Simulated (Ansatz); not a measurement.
# BNH (quartet): wave-function methods side by side at scale of all distances = 1.000, 6-31G

How much of the correlation energy of BNH (quartet) does each wave-function method recover here?

Method: 6-31G, core rule «outside noble gas», up to 2 orbitals frozen; program: Ansatz 0.2.0, Gaussian basis.

Plan: UHF; CCSD(T) on ROHF; CCSD(T) on UHF; BCCD(T) on ROHF; CISD; CCSDT(Q) on ROHF; CCSDT(Q) on UHF; CCSDTQ on ROHF; CASSCF and MRCISD+Q, 5 electrons in 5 orbitals; CASSCF and NEVPT2, 5 electrons in 5 orbitals; CASSCF and MRCISD+Q, 9 electrons in 9 orbitals; CASSCF and NEVPT2, 9 electrons in 9 orbitals; Full CI.

19 further runs of the same task are left out: 1 for a known fault of the program, 14 that didn't finish, 4 set aside as unsound or not needed.

## Step 1: The system

The geometry derives from a PBE0/def2-TZVP stationary point (not a proven minimum). All distances are scaled together.

3 atoms, charge 0, spin multiplicity 4.

Atoms are counted from 1 here; the program's logs count them from 0.

Bond lengths: B1–N2 1.465 Å, N2–H3 1.030 Å. Angles: B1–N2–H3 111.7°.

Geometry (Å):

```
B     0.0000    0.0798    0.8638
N     0.0000   -0.1176   -0.5879
H     0.0000    0.7790   -1.0947
```

## Step 2: UHF

in.yaml reads:

```yaml
crystal:
  periodic: [false, false, false]
  atoms:
    - {symbol: B, position_ang: [0.000000, 0.079752, 0.863775]}
    - {symbol: N, position_ang: [0.000000, -0.117617, -0.587927]}
    - {symbol: H, position_ang: [0.000000, 0.779045, -1.094669]}
basis:
  gaussian: {orbitals: 6-31G}
magnetization: {spin_polarized: true, initial_magnetization: 3}
hamiltonian: {xc: hf}
output: {orbitals: {seedname: orbitals}}
```

Launch:

```bash
$ ansatz run in.yaml --threads 1 --pin off --events-out ev --progress --plain --max-ram 2393MiB
```

After this run come: CCSD(T) on ROHF; CCSD(T) on UHF; BCCD(T) on ROHF; CISD; CCSDT(Q) on ROHF; CCSDT(Q) on UHF; CCSDTQ on ROHF; CASSCF and MRCISD+Q, 5 electrons in 5 orbitals; CASSCF and NEVPT2, 5 electrons in 5 orbitals; CASSCF and MRCISD+Q, 9 electrons in 9 orbitals; CASSCF and NEVPT2, 9 electrons in 9 orbitals; Full CI.

Before running them: what should the planned runs give, taken together? Wanted: FCI below the RHF energy; RMP2 from FCI; UMP2 from FCI; RCCSD from FCI; RCCSD(T) from FCI; UCCSD(T) from FCI; RCCSDT(Q) from FCI; UCCSDT(Q) from FCI; NEVPT2 pair from FCI.

**Answer**, as computed:

| quantity | value |
| --- | --- |
| FCI below the RHF energy | -3.3814 eV |
| RMP2 from FCI | +13.40 kcal/mol |
| UMP2 from FCI | +13.30 kcal/mol |
| RCCSD from FCI | +2.15 kcal/mol |
| RCCSD(T) from FCI | +0.56 kcal/mol |
| UCCSD(T) from FCI | +0.55 kcal/mol |
| RCCSDT(Q) from FCI | +0.01 kcal/mol |
| UCCSDT(Q) from FCI | -0.02 kcal/mol |
| NEVPT2 pair from FCI | +12.35 kcal/mol |
| MRCISD+Q pair from FCI | +0.91 kcal/mol |
| NEVPT2 valence from FCI | +7.98 kcal/mol |
| levels within 1 kcal/mol (43 meV) | RCCSD(T), UCCSD(T), BCCD(T), RCCSDT, UCCSDT, RCCSDT(Q), UCCSDT(Q), RCCSDTQ, MRCISD+Q pair, MRCISD+Q valence |
| T1 diagnostic | 0.024 |
| effectively unpaired electrons | 3.02 |

In words: RCCSD(T) misses by +0.56 kcal/mol, 0.7 % of the correlation energy. One determinant dominates. Of the multireference levels listed MRCISD+Q valence comes nearest in total energy (+0.47 kcal/mol), which doesn't show that its space is the better one. These misses are within one basis, not against nature; the frozen cores of restricted and unrestricted runs differ, which can shift their rows.
